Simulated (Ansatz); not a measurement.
Geometry optimisation, UKS r2SCAN/cc-pVDZ (Ansatz).

Input:

```yaml
crystal:
  periodic: [false, false, false]
  atoms:
    - { symbol: Al, position_ang: [-0.000728, -0.016682, -0.102888] }
    - { symbol: H, position_ang: [-0.036099, -0.260693, 1.449606] }
    - { symbol: H, position_ang: [1.393123, 0.085328, -0.862547] }
    - { symbol: H, position_ang: [-1.372114, 0.078396, -0.905495] }
    - { symbol: O, position_ang: [0.003521, 0.074404, 3.631763] }
    - { symbol: H, position_ang: [-0.502103, -0.761853, 3.616662] }
magnetization:
  spin_polarized: true
  initial_magnetization: 1
basis:
  gaussian: { orbitals: cc-pVDZ }
hamiltonian:
  xc: r2scan
relax:
  f_tol: 0.03
  max_steps: 50
```

Launched with:

```bash
$ ansatz run input.yaml --threads 1 --pin off --max-ram 2048MiB --backend cpu --events-out ev --progress --plain --runs-dir out
```

Task: Where does it end, and by what steps?

Result: It converged. After 18 steps the energy has fallen by 2.409 eV; O5 moved furthest, 1.53 Å. Parted: Al1–H2 (1.57 → 2.64 Å). Joined: Al1–O5 (3.74 → 2.09 Å), H2–O5 (2.21 → 0.97 Å).

```json
{"step": "0", "energy less start (eV)": "0.0000", "largest force component (eV/Å)": "0.473", "accepted": "yes"}
{"step": "1", "energy less start (eV)": "-0.0447", "largest force component (eV/Å)": "0.659", "accepted": "yes"}
{"step": "2", "energy less start (eV)": "-0.1172", "largest force component (eV/Å)": "0.897", "accepted": "yes"}
{"step": "3", "energy less start (eV)": "-0.2566", "largest force component (eV/Å)": "0.914", "accepted": "yes"}
{"step": "4", "energy less start (eV)": "-0.4451", "largest force component (eV/Å)": "1.615", "accepted": "yes"}
{"step": "5", "energy less start (eV)": "-0.8746", "largest force component (eV/Å)": "2.347", "accepted": "yes"}
{"step": "6", "energy less start (eV)": "-1.3361", "largest force component (eV/Å)": "2.370", "accepted": "yes"}
{"step": "7", "energy less start (eV)": "-1.8117", "largest force component (eV/Å)": "1.988", "accepted": "yes"}
{"step": "8", "energy less start (eV)": "-2.0260", "largest force component (eV/Å)": "1.515", "accepted": "yes"}
{"step": "9", "energy less start (eV)": "-2.1890", "largest force component (eV/Å)": "1.258", "accepted": "yes"}
{"step": "10", "energy less start (eV)": "-2.2635", "largest force component (eV/Å)": "1.022", "accepted": "yes"}
{"step": "11", "energy less start (eV)": "-2.2897", "largest force component (eV/Å)": "2.445", "accepted": "yes"}
{"step": "12", "energy less start (eV)": "-2.3933", "largest force component (eV/Å)": "0.225", "accepted": "yes"}
{"step": "13", "energy less start (eV)": "-2.4012", "largest force component (eV/Å)": "0.162", "accepted": "yes"}
{"step": "14", "energy less start (eV)": "-2.4039", "largest force component (eV/Å)": "0.119", "accepted": "yes"}
{"step": "15", "energy less start (eV)": "-2.4071", "largest force component (eV/Å)": "0.090", "accepted": "yes"}
{"step": "16", "energy less start (eV)": "-2.4071", "largest force component (eV/Å)": "0.126", "accepted": "yes"}
{"step": "17", "energy less start (eV)": "-2.4074", "largest force component (eV/Å)": "0.176", "accepted": "yes"}
{"step": "18", "energy less start (eV)": "-2.4089", "largest force component (eV/Å)": "0.028", "accepted": "yes"}
```

```xyz
6
Properties=species:S:1:pos:R:3
Al -0.090 -0.358 0.039
H 0.625 -0.778 2.543
H 1.289 0.395 -0.314
H -1.481 0.449 -0.091
O 0.002 -0.166 2.119
H -0.859 -0.342 2.531
```

Whether the end is a true minimum wasn't checked by a vibrational analysis.

Run time: 84 s on 1 thread of Arm Neoverse V1, with other jobs on the host, peak memory 0.15 GiB.
